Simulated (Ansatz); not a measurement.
## O2: a composite energy at a relaxed geometry

Computed with the Ansatz DFT code, driven from Python.

`run_composite.py`:
```python
# -*- coding: utf-8 -*-
"""A composite energy for O2: DFT geometry, MP2 basis limit, coupled-cluster correction."""

import itertools
import warnings

import ansatz as az
from ase import Atoms
from ase.data import atomic_numbers, covalent_radii
import numpy as np

warnings.simplefilter("ignore", az.DeckWarning)

atoms = Atoms(["O", "O"], positions=[
    [0.51693, -0.16724, 0.26625],
    [-0.51693, 0.16724, -0.26625],
])
molecule = az.Crystal.molecule_from_ase(atoms)

job = (
    molecule.calculation()
    .basis(gaussian="def2-SVP")  # atom-centred Gaussian functions
    .functional("PBE0")
    .spin("collinear", total=2)  # two spin channels
)
symbols = [site.symbol for site in molecule.cartesian_sites]
start = np.array([site.position_ang for site in molecule.cartesian_sites], dtype=float)
report = job.relax(force_tolerance=0.01).run(threads=1, backend="cpu").report
end = np.array(report["positions_ang"])
# pairs closer than 1.2 times the sum of covalent radii, before or after
radius = [covalent_radii[atomic_numbers[s]] for s in symbols]
span = lambda where, i, j: np.linalg.norm(where[i] - where[j])
bonded = [(i, j) for i, j in itertools.combinations(range(len(symbols)), 2) if min(span(start, i, j), span(end, i, j)) < 1.2 * (radius[i] + radius[j])]
print("pair        before    after (A)")
for i, j in bonded:
    print(f"{symbols[i]}{i}-{symbols[j]}{j}".ljust(10), f"{span(start, i, j):8.4f} {span(end, i, j):8.4f}")

minimum = az.Crystal.molecule()
for symbol, place in zip(symbols, end):
    minimum = minimum.atom(symbol, place.tolist())
at_minimum = minimum.calculation().spin("collinear", total=2)
# MP2 extrapolated to the basis limit, plus the small-basis difference CCSD(T) - MP2
level = lambda method, basis: at_minimum.basis(gaussian=basis).correlation(method).run(threads=1, backend="cpu").report
small, large, cluster = level("mp2", "cc-pVDZ"), level("mp2", "cc-pVTZ"), level("ccsd_t", "cc-pVDZ")
corr = lambda each: (each["free_energy_ev"] - each["reference_energy_ev"]) / 27.211386246
mp2_limit = (27 * corr(large) - 8 * corr(small)) / 19
pieces = {"HF / cc-pVTZ": large["reference_energy_ev"] / 27.211386246, "MP2 correlation, DZ-TZ limit": mp2_limit, "CCSD(T) - MP2 / cc-pVDZ": corr(cluster) - corr(small)}
for name, value in pieces.items():
    print(f"{name:32s} {value:14.6f} Ha")
print(f"{'sum':32s} {sum(pieces.values()):14.6f} Ha")
print("T1 diagnostic", round(cluster["correlation"]["coupled_cluster"]["t1_diagnostic"], 4))
```

Running `python run_composite.py` prints:
```text
pair        before    after (A)
O0-O1        1.2101   1.1883
HF / cc-pVTZ                        -149.677934 Ha
MP2 correlation, DZ-TZ limit          -0.468581 Ha
CCSD(T) - MP2 / cc-pVDZ               -0.013914 Ha
sum                                 -150.160430 Ha
T1 diagnostic 0.0132
```

What to keep in mind:
- Total energies depend on the basis set; only differences at equal settings carry meaning.
- The sum leaves out core correlation, relativity, the Hartree-Fock basis error and zero-point energy; a DZ-TZ extrapolation is rough.
- The species is open-shell (spin multiplicity 3).
- Inner cores stay frozen, so this is valence correlation.
- The spin state was assumed, and another may lie lower.
- An extrapolation from small basis sets is rough.
- Run time: 3.4 s on 1 thread of Arm Neoverse V1, with other jobs on the host, peak memory 0.17 GiB.

(A comment or docstring line of the script was reworded after the run, the code is as it ran; lines on the test bed's own set-up are left out of the output.)
